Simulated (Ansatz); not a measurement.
`C=NC(C)F` → `C=NC` + `[CH]F` at 700 K and 1 bar (formal loss of a carbene).

Calculated with Ansatz (gas phase, PBE0-D4/def2-TZVP geometries, no zero-point term in ΔE). CCSD(T)/CBS is the MP2 limit (def2-TZVPP, def2-QZVPP) plus CCSD(T) − MP2 in def2-TZVPP, frozen cores. This one scheme is used for every species. One conformer a species, not always the lowest.

```
   species  CCSD(T)/CBS energy (Eh)  H − E (kJ/mol)  S (J/(mol·K))
`C=NC(C)F`               -272.23600           303.3          409.9
    `C=NC`               -133.77870           225.1          327.9
   `[CH]F`               -138.29972            58.3          255.7
```

H − E and S are ideal-gas, rigid-rotor, harmonic terms from PBE0-D4/def2-TZVP, for one conformer and one mirror image of each species. 1 Eh = 2625.50 kJ/mol, R = 8.31446 J/(mol·K).

**Question.** By hand: ΔE, ΔH, ΔS and ΔG.

**Answer.** ΔE = (-133.77870) + (-138.29972) − (-272.23600) = 0.15758 Eh = 413.7 kJ/mol. Δ(H − E) = 225.1 + 58.3 − 303.3 = -19.9, so ΔH = 393.8 kJ/mol. ΔS = 327.9 + 255.7 − 409.9 = 173.7 J/(mol·K). ΔG = 393.8 − 700 × (173.7)/1000 = 272.2 kJ/mol.

**Question.** By hand: the equilibrium constant, and the temperature at which ΔG would vanish if ΔH and ΔS stayed fixed.

**Answer.** log₁₀ K = −ΔG/(RT ln 10) = -20.3. ΔG = 0 at ΔH/ΔS = 2267 K.

The number of gas molecules changes by +1, which sets the sign of ΔS. A doubt of 5 kJ/mol in ΔE shifts log₁₀ K by 0.4 here. Other conformers and mirror images would add mixing entropy, several J/(mol·K) or more a flexible species. These are equilibria of isolated gas molecules and say nothing of rates. Largest T1 diagnostic: 0.018 (customary marks: 0.02 for closed shells, 0.045 for open ones).
